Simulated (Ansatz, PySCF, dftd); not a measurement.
System: CH₅Si, charge 0, doublet. CH5Si (SMILES [CH2][SiH3], doublet).
B3LYP-D3(BJ)/def2-TZVP minimum from Ansatz (a first-principles code):
```xyz
7

C     -0.0097     0.1411    -1.2607
Si     0.0046    -0.0671     0.5695
H     -0.9250     0.2758    -1.8259
H      0.8972     0.1766    -1.8533
H     -0.0125     1.2498     1.2616
H     -1.1932    -0.8210     1.0128
H      1.2278    -0.7881     0.9952
```
Charge 0, spin multiplicity 2.

Property: enthalpy of formation at 298 K (by atomisation, with ideal-gas terms from PySCF's Hessian at B3LYP-D3(BJ)/def2-TZVP and the atoms' measured values of the G2/97 table; no spin-orbit terms), in kcal/mol. Open shells are spin-unrestricted; no spin-orbit coupling. Cores are frozen in correlated methods. Rows without X2C or -DK are non-relativistic. CBS(X,Y): correlation extrapolated as X^-3, Hartree-Fock from the larger set. A bracket is a step between two methods taken in the basis named. Functionals run without relativity, which enters their misses. Double hybrids freeze cores in their MP2 part. 'core' is core correlation in cc-pwCVTZ (1s frozen past Ne), 'X2C' scalar relativity in cc-pVTZ-DK, both at CCSD(T). Where a partner has so few electrons that a lower coupled-cluster level is exact, that level stands in.

| level | program | enthalpy of formation at 298 K (kcal/mol) | difference against the last row |
|---|---|---|---|
| HF/cc-pV(Q+d)Z | Ansatz | 153.1 | 112.1 |
| PBE/def2-TZVPD | Ansatz | 45.2 | 4.2 |
| r2SCANh-D4/def2-TZVPD | Ansatz + dftd4 | 39.6 | -1.4 |
| B2PLYP-D4/def2-TZVPD | Ansatz + dftd4 | 47.2 | 6.2 |
| MP2/CBS(aug-cc-pV(T+d)Z,aug-cc-pV(Q+d)Z) | Ansatz | 45.3 | 4.3 |
| CCSD/cc-pV(T+d)Z | Ansatz | 56.5 | 15.5 |
| CCSD/aug-cc-pV(Q+d)Z | Ansatz | 48.4 | 7.4 |
| CCSDT(Q)/aug-cc-pV(D+d)Z | Ansatz | 74.2 | 33.2 |
| CCSDT(Q)/cc-pV(D+d)Z | Ansatz | 78.3 | 37.3 |
| CCSD(T)/CBS(aug-cc-pV(T+d)Z,aug-cc-pV(Q+d)Z) + [CCSDT(Q) - CCSD(T)]/aug-cc-pV(D+d)Z + core + X2C | Ansatz | 41.0 | 0.0 |
